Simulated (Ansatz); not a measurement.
**Relaxing RbTa₃P**

Theory: DFT PBE, scalar-relativistic, plane waves, PAW in Ansatz 0.2.0. Cutoff 420 eV, Γ-centred k mesh, Gaussian smearing, no spin polarisation in the final step.

The start puts RbTa₃P on the cubic perovskite structure type (Pm-3m, No. 221), with Rb in place of Sr, P in place of Ti, Ta in place of O, at a guessed volume.

```yaml
crystal:
  lattice:
    - [4.68248, 0.00000, 0.00000]
    - [0.00000, 4.68248, 0.00000]
    - [0.00000, 0.00000, 4.68248]
  atoms:
    - { symbol: Rb, position: [0.00000, 0.00000, 0.00000] }
    - { symbol: Ta, position: [0.00000, 0.50000, 0.50000] }
    - { symbol: Ta, position: [0.50000, 0.00000, 0.50000] }
    - { symbol: Ta, position: [0.50000, 0.50000, 0.00000] }
    - { symbol: P, position: [0.50000, 0.50000, 0.50000] }
```

Cell and atoms relax at zero pressure; the relaxation can't lower the symmetry of the start. After a coarse first stage the cell is made exact in the group found at 0.06 Å.

Energies over the elements count from the elements' standard structures at the same level, with no empirical corrections.

Question: Describe the relaxed structure.

Answer: It keeps Pm-3m (No. 221). The result still has the cubic perovskite structure. Conventional cell: a = 4.820 Å. Rb is coordinated by 12 Ta at 3.41 Å; Ta has 2 P at 2.41 Å; P is coordinated by 6 Ta at 2.41 Å.

```
Rb Ta P
1.0
     4.81979    0.00000    0.00000
     0.00000    4.81979    0.00000
     0.00000    0.00000    4.81979
Rb Ta P
1 3 1
Cartesian
  0.0000 0.0000 0.0000
  0.0000 2.4099 2.4099
  2.4099 0.0000 2.4099
  2.4099 2.4099 0.0000
  2.4099 2.4099 2.4099
```

Question: What are its volume, energy, density and gap?

Answer: The volume per atom is 22.39 Å³ and the density is 9.78 g/cm³. The energy over the elements is 1.10 eV/atom and the gap on the 8×8×8 mesh is 0 eV (a metal).

The final run used a 8×8×8 mesh on its 5-atom cell and 0.10 eV smearing. For metals, differences of a few meV/atom aren't resolved. Spin–orbit coupling is left out. A structure relaxed within its symmetry needn't be a true minimum.

Cost: 3 runs of about 0.6 core-minutes in all, on Intel Xeon Platinum 8488C (Sapphire Rapids) (shared hosts).